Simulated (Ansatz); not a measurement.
Si₂H₇F, closed shell: at the start structure of a reaction step.

in.yaml

```yaml
crystal:
  periodic: [false, false, false]
  atoms:
    - {symbol: Si, position_ang: [-1.395235, 0.919834, -1.365416]}
    - {symbol: F, position_ang: [-0.195023, 1.943318, -1.098646]}
    - {symbol: H, position_ang: [-1.470488, 0.659012, -2.821909]}
    - {symbol: H, position_ang: [-2.651017, 1.535870, -0.876971]}
    - {symbol: H, position_ang: [-1.111550, -0.334255, -0.627988]}
    - {symbol: H, position_ang: [1.535919, 0.453015, 0.883975]}
    - {symbol: Si, position_ang: [1.365993, -0.942549, 1.357987]}
    - {symbol: H, position_ang: [0.071568, -1.069281, 2.075239]}
    - {symbol: H, position_ang: [1.374057, -1.866702, 0.195373]}
    - {symbol: H, position_ang: [2.475778, -1.298262, 2.278256]}
basis:
  gaussian: {orbitals: STO-3G}
hamiltonian: {xc: pbe, dispersion: d4}
```

Launched with

```bash
ansatz run in.yaml --threads 4 --pin off --events-out ev --progress --plain --max-ram 9574MiB
```

The run's output (Ansatz 0.2.0):

```
Functional definition: PBE
  name "PBE"
  cite "Perdew, Burke & Ernzerhof, Phys. Rev. Lett. 77, 3865 (1996) doi:10.1103/PhysRevLett.77.3865"
  parent pbe
  parameter kappa = 0.804
  parameter beta = 0.06672455060314922
  exchange = pbe_x(kappa = kappa, mu = beta*pi^2/3)
  correlation = pbe_c(beta = beta)
347 factors; integrals over basis functions are off by at most 3.2e-5 eV
mean field evaluation 1: about -18349.0145 eV, gradient 2.5e1 eV
mean field evaluation 2: about -18348.6113 eV, gradient 2.8e1 eV
mean field evaluation 4: about -18351.1893 eV, gradient 7.8e-1 eV
mean field evaluation 8: about -18351.1372 eV, gradient 3.2e-3 eV
mean field -18351.13721428 eV, -674.3918537771 hartree, gradient 2.3e-5 eV, S^2 0.000000; 0 other end points of the search recorded, 0 dependent functions left out
reference -18351.13723647 eV, -674.3918545927 hartree; 22, 22 occupied and 8, 8 virtual orbitals, 347 factors
Total energy: -18351.26785742 eV, -674.3966548240 hartree
```

The run took about 0.25 s on 4 CPU threads of a Oxide Virtual Turin-like (shared host).
